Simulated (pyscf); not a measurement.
# Substitution at C: H₃Si–CH₂–SnH₃ + H• → SiH₃• + H₃C–SnH₃

Gas phase, doublet surface, charge 0. Bonds broken: Si1–C2. Bonds formed: C2–H12. PySCF, gas phase, ωB97X-D3(BJ)/def2-SVP geometries.

Transition state (Å):

```xyz
12

Si    -0.6052     0.0399    -1.4391
C      0.0239    -0.0875     0.6619
Sn    -1.7637     0.7247     1.5618
H     -1.8367    -0.7783    -1.6610
H      0.4848    -0.4781    -2.3241
H     -0.8923     1.4600    -1.8085
H      0.9076     0.5341     0.4696
H      0.1897    -1.1694     0.5810
H     -2.8870     1.1184     0.3292
H     -2.4060    -0.4732     2.5884
H     -1.3106     2.1247     2.4197
H      0.4506    -0.1777     2.0331
```

One imaginary mode, 1398i cm⁻¹; descent along it reached the two sides named.

```json
[
 {"bond": "Si1–C2", "change": "breaks", "reactant side (Å)": "1.872", "saddle": "2.197", "product side": "3.9"},
 {"bond": "C2–H12", "change": "forms", "reactant side (Å)": "3.7", "saddle": "1.439", "product side": "1.100"}
]
```

Electronic energies relative to the separated reactants (kJ/mol):

```
level                   barrier  reaction energy  reverse barrier
----------------------  -------  ---------------  ---------------
ωB97X-D3(BJ)/def2-TZVP    114.7            -54.1            168.8
PBE/def2-TZVP              75.6            -79.8            155.3
r²SCAN/def2-TZVP           79.4            -82.3            161.7
B3LYP-D3(BJ)/def2-TZVP     89.4            -81.2            170.7
PBE0-D3(BJ)/def2-TZVP      92.0            -69.5            161.6
M06-2X/def2-TZVP          101.6            -73.8            175.4
ωB97M-D3(BJ)/def2-TZVP    109.3            -68.0            177.3
HF/def2-TZVP              184.5            -74.9            259.4
```

With ωB97M-D3(BJ)/def2-TZVP energies and thermal terms (ideal gas, 1 atm, RRHO with modes under 100 cm⁻¹ raised to 100, one conformer, R ln 2 for chiral ones without a mode under 150 cm⁻¹), in kJ/mol:

```tsv
T (K)	ΔH‡	ΔG‡	ΔH	ΔG
298	110.4	140.3	-55.0	-67.5
600	108.4	171.3	-60.4	-78.1
900	106.8	203.1	-66.5	-85.7
1200	105.3	235.4	-72.3	-91.2
```

The same reactants have a lower exit, to H₃C–SiH₃ + SnH₃• (barrier +53.3 kJ/mol at ωB97M-D3(BJ)/def2-TZVP, against +109.3 kJ/mol here). One saddle was located; it need not be the lowest between these sides. The angle at the attacked C is 179°. Elements past Kr carry the def2 core potentials, without spin-orbit coupling.
